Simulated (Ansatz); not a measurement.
# CClSi−: an energy map over bond length Si1–C2 and bond length C2–Cl3

Aim: map the energy of CClSi, SMILES [Si-]#CCl, charge −1 over two coordinates, and find its wells, ridges and stiffness.

Method: RKS CAM-B3LYP-D4/def2-SVPD; program: Ansatz 0.2.0.

### 1 Where the work starts

SMILES `[Si-]#CCl`, 3 atoms, charge -1, spin multiplicity 1.

Atoms are counted from 1 here; the program's logs count them from 0.

Bond lengths: Si1–C2 1.667 Å, C2–Cl3 1.730 Å. Angles: Si1–C2–Cl3 179.7°.

Coordinates:

```xyz
3
charge -1, multiplicity 1
Si    1.2782    0.8851    0.7992
C     0.0608    0.0379    0.0377
Cl   -1.2068   -0.8331   -0.7543
```

### 3 Setting up the map

The axes are (1) bond length Si1–C2: 15 values from 1.438 to 2.043 Å; (2) bond length C2–Cl3: 15 values from 1.516 to 2.153 Å.

Nothing else is relaxed (all other coordinates rigid). Energies count from the relaxed molecule at the same level. Points are written as (first, second).

(The set-up runs are not shown.)

### 4 Grid point (1.827 Å, 1.516 Å)

The input, input.yaml:

```yaml
crystal:
  periodic: [false, false, false]
  atoms:
    - { symbol: Si, position_ang: [1.26097, 0.871356, 0.788247] }
    - { symbol: C, position_ang: [-0.075465, -0.0527, -0.047212] }
    - { symbol: Cl, position_ang: [-1.184427, -0.81942, -0.740464] }
total_charge: -1
basis:
  gaussian: { orbitals: def2-SVPD }
hamiltonian:
  xc: { name: CAM-B3LYP }
  dispersion: d4
output:
  forces: true
```

Launch:

```
> ansatz run input.yaml --threads 1 --pin off --max-ram 2560MiB --backend cpu --events-out ev --progress --plain --runs-dir out
```

Further runs follow: the other points that were computed.

Before running it: what results should come out? Wanted: lowest point; highest computed point; largest force on an atom.

As calculated:

```
                       quantity                                                                             value
                   lowest point                                                    (1.654 Å, 1.743 Å), 1.3 kJ/mol
         highest computed point                                   (2.043 Å, 2.153 Å), 277 kJ/mol above the lowest
largest force on an atom (eV/Å)  0.9 at (1.654 Å, 1.743 Å) to 16.9 at (1.438 Å, 2.108 Å); 0.9 at the lowest point
        time for the whole task                                                  7.6 min on 1 thread, shared host
```

What this shows: The lowest computed point is at (1.654 Å, 1.743 Å), 1.3 kJ/mol from the relaxed molecule at the same level. The grid shows no well of another kind. The highest computed point, (2.043 Å, 2.153 Å), lies 277 kJ/mol above the lowest. Round the minimum the two coordinates are nearly uncoupled.
